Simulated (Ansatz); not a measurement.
Results of PBEsol (PAW; Ansatz, a first-principles code) for rhombohedral A7 Sb.

Numerical settings: plane-wave cutoff 500 eV, 12×12×12 k mesh, Fermi–Dirac smearing 0.05 eV, scalar-relativistic PAW data made under PBE.

Computed at the level's own relaxed cell.

Q: Predict the volume per atom, equilibrium lattice constant a and c axis length.

A: 
- volume per atom: 29.82 Å³/atom
- equilibrium lattice constant a: 4.321 Å
- c axis length: 11.065 Å

Measured, for comparison: lattice constant a 4.301 Å, lattice parameter c 11.232 Å (78 K, zero-point motion not removed; as tabulated in Schiferl, Barrett, J. Appl. Cryst. 2, 30 (1969), COD 9009654). Computed (rounded) less measured: lattice constant a +0.5 %, lattice parameter c -1.5 %.

Note: the cell comes from a level without a dispersion term, which matters for the spacing of layers, chains or molecules.

Spin–orbit coupling is not included.

Computed values are for the static lattice.

Computing time: around 120 core-seconds (rough).
